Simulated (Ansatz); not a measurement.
Density of states of Ni3Pt (Pm-3m, a = 3.623 Å, b = 3.623 Å, c = 3.623 Å, α = 90.00°, β = 90.00°, γ = 90.00°), in states per eV and primitive cell, averaged over bins of 0.4 eV. Method: DFT r2SCAN, scalar-relativistic, plane waves, PAW in Ansatz.

Cutoff 500 eV; k points 12×12×12 on the computed 4-atom cell (Γ-centred); Gaussian smearing, width 0.10 eV; collinear spin from starting moments 1 1 1 0.4 μB.

The cell is relaxed at this level. The states (both spins) are summed by tetrahedra on a 18×18×18 mesh at the self-consistent density. Energies are bin centres; the table starts no lower than −8 eV and ends at 6 eV, or lower where the solved bands end.

It is a metal at this level.

| E − E_F (eV) | total | Ni 3d down | Ni 3d up | Pt 5d down | Pt 5d up | Ni 4s up | Ni 4s down |
| --- | --- | --- | --- | --- | --- | --- | --- |
| -7.85 | 0.53 | 0.01 | 0.01 | 0.01 | 0.01 | 0.14 | 0.15 |
| -7.45 | 0.67 | 0.01 | 0.02 | 0.03 | 0.03 | 0.17 | 0.16 |
| -7.05 | 0.67 | 0.02 | 0.03 | 0.04 | 0.04 | 0.16 | 0.15 |
| -6.65 | 0.73 | 0.03 | 0.06 | 0.06 | 0.08 | 0.15 | 0.14 |
| -6.25 | 2.49 | 0.13 | 0.36 | 0.36 | 0.66 | 0.41 | 0.41 |
| -5.85 | 4.45 | 0.41 | 0.70 | 0.89 | 1.23 | 0.46 | 0.44 |
| -5.45 | 3.68 | 0.39 | 0.91 | 0.91 | 1.02 | 0.10 | 0.22 |
| -5.05 | 4.43 | 0.33 | 1.34 | 0.59 | 1.74 | 0.10 | 0.12 |
| -4.65 | 5.63 | 0.93 | 1.18 | 1.91 | 1.11 | 0.11 | 0.13 |
| -4.25 | 5.11 | 0.96 | 1.14 | 1.86 | 0.66 | 0.13 | 0.08 |
| -3.85 | 3.58 | 0.71 | 1.43 | 0.65 | 0.45 | 0.08 | 0.10 |
| -3.45 | 5.62 | 0.78 | 3.55 | 0.48 | 0.38 | 0.10 | 0.11 |
| -3.05 | 6.97 | 0.39 | 5.34 | 0.28 | 0.52 | 0.17 | 0.06 |
| -2.65 | 6.86 | 2.05 | 3.67 | 0.35 | 0.33 | 0.09 | 0.11 |
| -2.25 | 8.23 | 3.52 | 3.37 | 0.41 | 0.37 | 0.06 | 0.19 |
| -1.85 | 10.54 | 4.81 | 4.12 | 0.45 | 0.62 | 0.06 | 0.15 |
| -1.45 | 9.98 | 3.82 | 4.68 | 0.30 | 0.79 | 0.05 | 0.10 |
| -1.05 | 8.77 | 3.95 | 2.96 | 0.41 | 1.12 | 0.08 | 0.06 |
| -0.65 | 5.11 | 2.94 | 1.02 | 0.35 | 0.52 | 0.11 | 0.04 |
| -0.25 | 3.93 | 2.83 | 0.30 | 0.38 | 0.10 | 0.14 | 0.04 |
| 0.15 | 5.24 | 3.97 | 0.26 | 0.49 | 0.07 | 0.22 | 0.06 |
| 0.55 | 2.89 | 1.88 | 0.12 | 0.44 | 0.05 | 0.14 | 0.10 |
| 0.95 | 1.54 | 0.74 | 0.08 | 0.20 | 0.04 | 0.11 | 0.15 |
| 1.35 | 1.05 | 0.32 | 0.08 | 0.06 | 0.05 | 0.11 | 0.15 |
| 1.75 | 0.89 | 0.15 | 0.08 | 0.04 | 0.06 | 0.12 | 0.09 |
| 2.15 | 0.98 | 0.15 | 0.08 | 0.06 | 0.06 | 0.13 | 0.08 |
| 2.55 | 1.12 | 0.17 | 0.07 | 0.07 | 0.05 | 0.14 | 0.12 |
| 2.95 | 1.06 | 0.14 | 0.05 | 0.06 | 0.03 | 0.12 | 0.13 |
| 3.35 | 0.95 | 0.11 | 0.04 | 0.04 | 0.03 | 0.11 | 0.11 |
| 3.75 | 0.88 | 0.08 | 0.03 | 0.03 | 0.02 | 0.10 | 0.10 |
| 4.15 | 0.81 | 0.07 | 0.03 | 0.02 | 0.02 | 0.08 | 0.09 |
| 4.55 | 0.75 | 0.05 | 0.02 | 0.02 | 0.01 | 0.07 | 0.08 |
| 4.95 | 0.69 | 0.04 | 0.02 | 0.01 | 0.01 | 0.06 | 0.06 |
| 5.35 | 0.65 | 0.03 | 0.02 | 0.01 | 0.01 | 0.06 | 0.05 |
| 5.75 | 0.65 | 0.03 | 0.02 | 0.01 | 0.01 | 0.07 | 0.04 |

The columns after the total are the main Löwdin projections on the occupied valence shells of the potentials; 2 others are left out. The rest of the total lies in those, in shells that are empty in the free atom, which aren't projected, and between the atoms.

The state reached may not be the lowest one. Spin-orbit coupling is left out, which matters for the bands of heavy elements.

Only this magnetic start was tried.

Whether Ni3Pt exists in this form wasn't checked.

Cost: 1 run of about 4.6 core-minutes, on Arm Neoverse N1 (shared hosts).